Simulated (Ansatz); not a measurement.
Relaxation of BH$_{7}$N$_{2}$ (10 atoms, charge 0, multiplicity 1), to a largest force component of 0.03 eV/Å in at most 50 steps.

Level of theory: Ansatz, RKS PBE-D4/def2-SVP.

```xyz
10
Properties=species:S:1:pos:R:3
B -0.061 -0.041 0.159
N -0.027 -0.319 1.618
H -0.830 -0.629 2.164
H 0.843 -0.287 2.144
H 0.981 0.288 -0.380
N -1.233 -0.176 -0.617
H -2.134 -0.482 -0.252
H -1.228 -0.033 -1.624
H -0.608 2.244 0.665
H -0.409 1.889 1.262
```

Q: Where does it end, and by what steps?

A: The run converged. The force dipped under the threshold on the way, but the program's further checks kept it going. After 16 steps the energy has fallen by 0.358 eV; H9 moved furthest, 1.64 Å.

```
step  energy less start (eV)  largest force component (eV/Å)  accepted
   0                  0.0000                           1.836       yes
   1                 -0.2052                           0.936       yes
   2                 -0.2723                           0.291       yes
   3                 -0.3027                           0.121       yes
   4                 -0.3198                           0.071       yes
   5                 -0.3304                           0.134       yes
   6                 -0.3223                           0.930        no
   7                 -0.3364                           0.073       yes
   8                 -0.3410                           0.125       yes
   9                 -0.3459                           0.249       yes
  10                 -0.3501                           0.269       yes
  11                 -0.3532                           0.146       yes
  12                 -0.3548                           0.158       yes
  13                 -0.3568                           0.122       yes
  14                 -0.3574                           0.047       yes
  15                 -0.3576                           0.003       yes
  16                 -0.3577                           0.008       yes
```

```xyz
10
Properties=species:S:1:pos:R:3
B -0.057 -0.371 -0.053
N -0.103 -0.090 1.341
H -0.943 -0.151 1.916
H 0.742 0.074 1.883
H 1.025 -0.328 -0.616
N -1.204 -0.692 -0.821
H -2.153 -0.748 -0.452
H -1.149 -0.863 -1.822
H -0.480 3.175 2.004
H -0.382 2.449 1.761
```

Whether the end is a true minimum wasn't checked by a vibrational analysis.

Run time: 32 s on 1 thread of Arm Neoverse V1 (shared host), peak memory 0.1 GiB.
